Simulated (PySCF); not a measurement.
# C2H4F2 (1,2-difluoroethane): the cost of one run

Programs: PySCF 2.14.0, with density-fitted response routines of our own. Each step states its level of theory. These are calculated values for one molecule in the gas phase, unless marked as measured. Atoms are numbered from 0 throughout.

## 1. The starting structure

8 atoms, charge 0, multiplicity 1; geometry from: MMFF94s. The atoms were then displaced at random by about 0.03 Å, so the start is not that level's minimum.

Bonds of the start (Å): F0–C1 1.39, C1–C2 1.55, C2–F3 1.32, C1–H4 1.10, C1–H5 1.11, C2–H6 1.10, C2–H7 1.03.

## 2. Relaxing the molecule at PBE0-D3(BJ)/def2-SVP

The job: settings as JSON, then the geometry in Å.

```
{"job": {"xc": "PBE0", "basis": "def2-SVP", "d3": "d3bj", "grid": 1, "shake": 0.03, "kind": "geom"}, "charge": 0, "multiplicity": 1}
F      1.410340     0.471150     0.943670
C      0.727780    -0.051070    -0.145800
C     -0.811330    -0.077380     0.057840
F     -1.154320     1.195580    -0.047990
H      1.141760    -1.068280    -0.265330
H      0.989330     0.561140    -1.034080
H     -0.966010    -0.437480     1.086940
H     -1.199330    -0.679330    -0.678940
```

Launch:

```sh
OMP_NUM_THREADS=1 python probes_run.py task.json out
```

One launch serves the whole session: the jobs run in the order shown.

**Question.** How long does this first job take on 1 thread of Arm Neoverse V1, shared host, and how much memory does it need?

About 13 s, with a peak of 0.32 GiB.
